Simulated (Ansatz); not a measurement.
One change: `CC1CCO1` becomes `C1COC1`.

Ansatz, PBE0-D4/def2-TZVP geometries, multiplicity 1. 

```tsv
property	`CC1CCO1`
size of the dipole moment (ωB97M-V/def2-TZVPP) / D	1.82
HOMO energy (ωB97M-V/def2-TZVPP) / eV	-9.52
HOMO–LUMO gap (PBE/def2-TZVPP) / eV	6.12
HOMO energy (PBE/def2-TZVPP) / eV	-5.54
HOMO–LUMO gap (PBE0/def2-TZVPP) / eV	8.50
HOMO–LUMO gap (ωB97M-V/def2-TZVPP) / eV	12.33
```

Question: What does the change do to each property? (An estimate is asked.)

Answer: The calculation gave: 
```csv
property,`C1COC1`,shift
size of the dipole moment (ωB97M-V/def2-TZVPP) / D,1.92,0.10
HOMO energy (ωB97M-V/def2-TZVPP) / eV,-9.54,-0.02
HOMO–LUMO gap (PBE/def2-TZVPP) / eV,6.12,0.00
HOMO energy (PBE/def2-TZVPP) / eV,-5.55,-0.01
HOMO–LUMO gap (PBE0/def2-TZVPP) / eV,8.53,0.03
HOMO–LUMO gap (ωB97M-V/def2-TZVPP) / eV,12.38,0.05
```

The zero-point energy changes by -73.4 kJ/mol with -9 modes. Dipoles are sizes alone; their direction can turn.

Positive LUMOs are unbound, so they and the gaps depend on the basis.
